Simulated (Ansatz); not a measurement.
Geometry optimisation, Ansatz 0.2.0, RKS B3LYP/6-31G*.

Input file:

```yaml
crystal:
  periodic: [false, false, false]
  atoms:
    - { symbol: B, position_ang: [0.027761, -0.072335, 0.21797] }
    - { symbol: H, position_ang: [-0.023735, -0.45687, 1.338821] }
    - { symbol: Cl, position_ang: [1.684299, 0.414866, -0.385677] }
    - { symbol: "N", position_ang: [-1.064183, 0.016708, -0.628374] }
    - { symbol: H, position_ang: [-1.994865, -0.245727, -0.332047] }
    - { symbol: H, position_ang: [-1.007376, 0.343358, -1.583693] }
basis:
  gaussian: { orbitals: "6-31G*" }
hamiltonian:
  xc: b3lyp
relax:
  f_tol: 0.03
  max_steps: 50
output:
  orbitals: {}
```

Command:

```bash
$ ansatz run input.yaml --threads 1 --pin off --max-ram 2048MiB --backend cpu --events-out ev --progress --plain --runs-dir out
```

**Question.** Where does it end, and by what steps?

**Answer.** The forces met the threshold. After 4 steps the energy has fallen by 0.020 eV; Cl3 moved furthest, 0.03 Å.

```csv
step,energy less start (eV),largest force component (eV/Å),accepted
0,0.0000,0.864,yes
1,-0.0130,0.541,yes
2,-0.0163,0.234,yes
3,-0.0193,0.063,yes
4,-0.0197,0.006,yes
```

```xyz
6
Properties=species:S:1:pos:R:3
B 0.049 -0.070 0.214
H -0.047 -0.459 1.334
Cl 1.660 0.414 -0.392
N -1.054 0.017 -0.625
H -1.982 -0.246 -0.323
H -1.003 0.343 -1.581
```

Whether the end is a true minimum wasn't checked by a vibrational analysis.

The run took 9.9 s on 1 thread of Arm Neoverse V1, on a shared host, peak memory 0.12 GiB.
